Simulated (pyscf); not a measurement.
Single points on ωB97X-D3(BJ)/def2-SVP structures (PySCF, gas phase).

Question: H₂N–Ga(Cl)–Cl + HF → H₂N–Ga(F)–Cl + HCl
Surface: singlet. Broken: Cl–Ga, F–H. Formed: F–Ga, Cl–H. Give ΔE‡ and ΔE from ωB97M-D3(BJ)/def2-TZVP, relative to the separated reactants.

Answer: ΔE‡ = 0.19 eV, ΔE = +0.30 eV. Zero-point energy shifts the barrier by -0.03 eV. It is a four-centre exchange, with an imaginary mode of 432i cm⁻¹. On the reactant side the descent ends in an adduct with a F–Ga contact, 0.36 eV under the separated species and 0.53 eV under the saddle at ωB97X-D3(BJ)/def2-TZVP. On the product side the descent ends in a bound adduct, 0.36 eV under the separated species and 0.14 eV under the saddle at ωB97X-D3(BJ)/def2-TZVP. At ωB97M-D3(BJ) the saddle lies under the separated products, which points to a path from their complex (located at ωB97X-D3(BJ) alone), and parting the products costs more than the saddle. What is counted as formed (F–Ga) is already present as a longer contact in the reactant adduct; forming that adduct is a step of its own. One saddle was located; it need not be the lowest between these sides. Elements up to Kr have no core potential and no relativistic terms here.
